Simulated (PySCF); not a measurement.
Geometries of 2 isomers of C3H2ClFO, from PBE0-D3(BJ)/def2-SVP geometry optimisation, gas phase in PySCF 2.14.0. One conformer each, no zero-point energy, no frequencies.

Question: Which isomer lies lower at this level?
A.
```xyz
8
angstrom
O      1.412   -1.276    0.369
C      1.101   -0.378   -0.346
Cl     2.192    0.189   -1.637
C     -0.147    0.390   -0.308
C     -1.054    0.072    0.623
F     -2.196    0.706    0.738
H     -0.318    1.196   -1.022
H     -0.914   -0.732    1.354
```
B.
```xyz
8
angstrom
O      2.524   -0.788   -0.285
C      1.527   -0.214   -0.152
C      0.383    0.427    0.041
Cl     0.440    2.165    0.058
C     -0.928   -0.268    0.109
F     -1.625   -0.194   -1.070
H     -0.773   -1.329    0.366
H     -1.538    0.200    0.900
```

Answer: A. That is `F/C=C/C(Cl)=O`, 20.6 kcal/mol below the other.

| SMILES | atoms numbered as above | E (Eh) | relative (kcal/mol) | relative (kJ/mol) | dipole (D) |
| --- | --- | --- | --- | --- | --- |
| O=C(Cl)/C=C/F | [O:1]=[C:2]([Cl:3])/[CH:4]=[CH:5]/[F:6] | -749.94706 | 0.0 | 0.0 | 2.10 |
| O=C=C(Cl)CF | [O:1]=[C:2]=[C:3]([Cl:4])[CH2:5][F:6] | -749.91429 | 20.6 | 86.0 | 1.60 |

As drawn, the higher has cumulated double bonds, which the lower lacks.
